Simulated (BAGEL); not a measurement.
# O2 (oxygen): UHF/STO-3G (density fitting with cc-pvqz-jkfit)

Aim: the vertical electron affinity of O2 (oxygen) at UHF/STO-3G (density fitting with cc-pvqz-jkfit), from 2 runs. 

The results are computed with BAGEL 1.2.2.

1 further run of the same task is left out (it didn't finish). Runs told in other sessions of the task aren't counted.

### Step 1. Starting point

The species is O2 (2 atoms), meant as a triplet with charge 0. As SMILES, `O=O`. The coordinates come from a PBE0-D4/def2-TZVP relaxation.

Bond lengths: O1–O2 1.193 Å.

### Step 2. A single-point energy at UHF/STO-3G (density fitting with cc-pvqz-jkfit)

Contents of calc.json:

```json
{ "bagel" : [

{
  "title" : "molecule",
  "basis" : "sto-3g",
  "df_basis" : "cc-pvqz-jkfit",
  "angstrom" : true,
  "geometry" : [
    { "atom" : "O", "xyz" : [    0.509550,   -0.164850,    0.262450 ] },
    { "atom" : "O", "xyz" : [   -0.509550,    0.164850,   -0.262450 ] }
  ]
},
{ "title" : "uhf", "charge" : 0, "nopen" : 2 },
{ "title" : "print", "file" : "orbitals.molden", "orbitals" : true }

]}
```

Command:

```
$ BAGEL_NUM_THREADS=1 BAGEL calc.json > calc.out
```

Output:

```text
* using 1 threads per process

  ===============================================================
  ===============================================================

  *** Geometry ***

  { "atom" : "O", "xyz" : [      0.962910,     -0.311521,      0.495959 ] },
  { "atom" : "O", "xyz" : [     -0.962910,      0.311521,     -0.495959 ] },

  Number of auxiliary basis functions:      212

  Since a DF basis is specified, we compute 2- and 3-index integrals:
    o Being stored without compression. Storage requirement is 0.000 GB

  Number of basis functions:       10
  Number of electrons      :       16

    * METHOD: MOLECULE                             0.02

  *** Open-shell HF ***

  === Nuclear Repulsion ===
    28.3929930607

      * DIIS with orbital gradients will be used.

  === UHF iteration (sto-3g) ===
      0       -147.62711521          0.02328623           0.00
      1       -147.63229014          0.00376908           0.00
      2       -147.63269840          0.00084393           0.00
      3       -147.63274641          0.00000868           0.00
      4       -147.63274810          0.00000206           0.00
      5       -147.63274835          0.00000013           0.00
      6       -147.63274835          0.00000001           0.00
      7       -147.63274835          0.00000000           0.00
    * SCF iteration converged.

    * S^2 (UHF) is 2.0034

    * Permanent dipole moment:
           (    0.000000,    -0.000000,     0.000000) a.u.

    * METHOD: UHF                                  0.02

    * METHOD: PRINT                                0.00

  ===============================================================
```

Run time: 0.2 s. Hardware: 1 thread of Arm Neoverse V2, shared host.

### Step 3. The doublet anion at the same level

Contents of input.json:

```json
{ "bagel": [

{
  "title": "molecule",
  "basis": "sto-3g",
  "df_basis": "cc-pvqz-jkfit",
  "angstrom": true,
  "geometry": [
    { "atom": "O", "xyz": [    0.509550,   -0.164850,    0.262450 ] },
    { "atom": "O", "xyz": [   -0.509550,    0.164850,   -0.262450 ] }
  ]
},
{
  "title": "uhf",
  "charge": -1,
  "nopen": 1
},
{
  "title": "print",
  "file": "orbitals.molden",
  "orbitals": true
}

]}
```

Command:

```
$ BAGEL_NUM_THREADS=1 BAGEL input.json > input.out
```

Output:

```text
* using 1 threads per process

  ===============================================================
  ===============================================================

  *** Geometry ***

  { "atom" : "O", "xyz" : [      0.962910,     -0.311521,      0.495959 ] },
  { "atom" : "O", "xyz" : [     -0.962910,      0.311521,     -0.495959 ] },

  Number of auxiliary basis functions:      212

  Since a DF basis is specified, we compute 2- and 3-index integrals:
    o Being stored without compression. Storage requirement is 0.000 GB

  Number of basis functions:       10
  Number of electrons      :       16

    * METHOD: MOLECULE                             0.02

  *** Open-shell HF ***

  === Nuclear Repulsion ===
    28.3929930607

      * DIIS with orbital gradients will be used.

  === UHF iteration (sto-3g) ===
      0       -147.35466367          0.01948146           0.00
      1       -147.35630675          0.00215734           0.00
      2       -147.35641049          0.00045727           0.00
      3       -147.35642082          0.00001248           0.00
      4       -147.35642115          0.00000037           0.00
      5       -147.35642119          0.00000007           0.00
      6       -147.35642119          0.00000004           0.00
      7       -147.35642119          0.00000000           0.00
    * SCF iteration converged.

    * S^2 (UHF) is 0.7508

    * Permanent dipole moment:
           (    0.000000,    -0.000000,     0.000000) a.u.

    * METHOD: UHF                                  0.02

    * METHOD: PRINT                                0.00

  ===============================================================
```

It took 0.2 s on 1 thread of Arm Neoverse V2, shared host.

### Step 4. Results

At UHF/STO-3G (density fitting with cc-pvqz-jkfit):

```
                                         quantity          value
                         triplet O2: total energy  -147.63275 Eh
                        triplet O2: dipole moment         0.00 D
                                 triplet O2: ⟨S²⟩          2.003
                      doublet anion: total energy  -147.35642 Eh
                              doublet anion: ⟨S²⟩          0.751
vertical electron affinity (to the doublet anion)      -7.519 eV
```

The anion lies 7.52 eV (725 kJ/mol) above the neutral: the electron isn't bound at this level, and such a value depends on the basis. Without diffuse functions anions come out too high. Hartree–Fock misses the correlation that binds many anions. In a minimal basis such a difference can be off by several eV, whatever the method.
